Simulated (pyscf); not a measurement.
Four-centre exchange: H₃Si–PH–SiH₃ (SMILES [SiH3]P[SiH3]) + H₂ (SMILES [H][H]) → H₃Si–PH–SiH₃ (SMILES [SiH3]P[SiH3]) + H₂ (SMILES [H][H])

Gas phase, singlet surface, charge 0. Bonds broken: Si1–H4, H11–H12. Bonds formed: Si1–H11, H4–H12. PySCF, gas phase, ωB97X-D3(BJ)/def2-SVP geometries.

Transition state (Å):

```xyz
12

Si    -1.3374     1.0822     1.0668
P      0.7944     0.5230     0.4970
Si     0.2137    -1.2113    -0.7957
H     -2.9538     1.1708     0.5550
H     -1.7394    -0.2670     1.5787
H     -1.2971     2.5262     0.6781
H      0.9679     1.4830    -0.5388
H     -0.9173    -0.9124    -1.7269
H      1.3854    -1.6538    -1.6039
H     -0.2082    -2.3176     0.1101
H     -2.2740     1.6434     2.3606
H     -2.9540     1.4924     1.5582
```

One imaginary mode, 1585i cm⁻¹; descent along it reached the two sides named.

| bond | change | reactant side (Å) | saddle | product side |
|---|---|---|---|---|
| Si1–H4 | breaks | 1.492 | 1.698 | 3.3 |
| H11–H12 | breaks | 0.760 | 1.062 | 3.0 |
| Si1–H11 | forms | 3.3 | 1.693 | 1.490 |
| H4–H12 | forms | 2.9 | 1.053 | 0.760 |

Electronic energies relative to the separated reactants (kcal/mol):

| level | barrier | reaction energy | reverse barrier |
|---|---|---|---|
| ωB97X-D3(BJ)/def2-TZVP | 68.2 | 0.0 | 68.2 |
| PBE/def2-TZVP | 57.5 | 0.0 | 57.5 |
| r²SCAN/def2-TZVP | 61.0 | 0.0 | 61.0 |
| B3LYP-D3(BJ)/def2-TZVP | 66.5 | 0.0 | 66.5 |
| PBE0-D3(BJ)/def2-TZVP | 61.3 | 0.0 | 61.3 |
| M06-2X/def2-TZVP | 68.9 | 0.0 | 68.9 |
| ωB97M-D3(BJ)/def2-TZVP | 66.4 | 0.0 | 66.4 |
| HF/def2-TZVP | 88.3 | 0.0 | 88.3 |

With ωB97M-D3(BJ)/def2-TZVP energies and thermal terms (ideal gas, 1 atm, RRHO with modes under 100 cm⁻¹ raised to 100, one conformer, R ln 2 for chiral ones without a mode under 150 cm⁻¹), in kcal/mol:

```json
[
 {"T (K)": "298", "ΔH‡": "67.3", "ΔG‡": "75.9", "ΔH": "0.0", "ΔG": "0.0"},
 {"T (K)": "600", "ΔH‡": "66.1", "ΔG‡": "85.2", "ΔH": "0.0", "ΔG": "0.0"},
 {"T (K)": "900", "ΔH‡": "65.8", "ΔG‡": "94.8", "ΔH": "0.0", "ΔG": "0.0"},
 {"T (K)": "1200", "ΔH‡": "65.9", "ΔG‡": "104.4", "ΔH": "0.0", "ΔG": "0.0"}
]
```

At the saddle there is also a short H–Si contact that neither side keeps. This is the saddle that the search found; another between the same sides may lie lower.
